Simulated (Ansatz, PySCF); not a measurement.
Band gap of rock-salt MgO: levels of theory against measurement

Reference value: 8.36 eV (measured, zero-point renormalisation of 0.53 eV added back here (the table's ZPR column); inputs from Chen et al. (2018), doi:10.1103/physrevmaterials.2.073803).

Problem. Which of these levels comes closest to the reference?
(A) r²SCAN-D4 (Ansatz, a program for electronic structure)
(B) LC-ωPBE (Ansatz)
(C) evGW@PBE (PySCF)
(D) PBE (Ansatz)

Solution. C, evGW@PBE (PySCF)

```json
[
 {"level (code)": "PBE (Ansatz)", "value (eV)": "4.78 (direct)", "cell (Å³/atom)": "9.31", "error (eV)": "-3.58"},
 {"level (code)": "r²SCAN-D4 (Ansatz)", "value (eV)": "5.76 (direct)", "cell (Å³/atom)": "9.22", "error (eV)": "-2.60"},
 {"level (code)": "LC-ωPBE (Ansatz)", "value (eV)": "12.23 (direct)", "cell (Å³/atom)": "9.28", "error (eV)": "+3.87"},
 {"level (code)": "evGW@PBE (PySCF)", "value (eV)": "8.49 ± 0.1", "cell (Å³/atom)": "9.31", "error (eV)": "+0.13"}
]
```

Of the ranked levels evGW@PBE (+0.13 eV) comes nearest. Farthest off among them: LC-ωPBE (+3.87 eV). Of the ranked levels only evGW@PBE lands within 1 eV.

Semilocal Kohn–Sham gaps run low as a rule, and all computed gaps are for a static lattice, while measured ones hold electron–phonon shifts unless said otherwise.  A ± on a computed value is a rough bar: the spread of its extrapolation, a floor set from checks against published values, or a statistical error. Values are at the measured cell; r²SCAN-D4 at the level's own relaxed cell; LC-ωPBE at the level's own relaxed cell. Cutoffs and k meshes differ between the levels. Ansatz's density-functional and Hartree–Fock values are scalar-relativistic unless marked +SOC, with PAW data made under PBE.

Differences are worked out from the printed values.
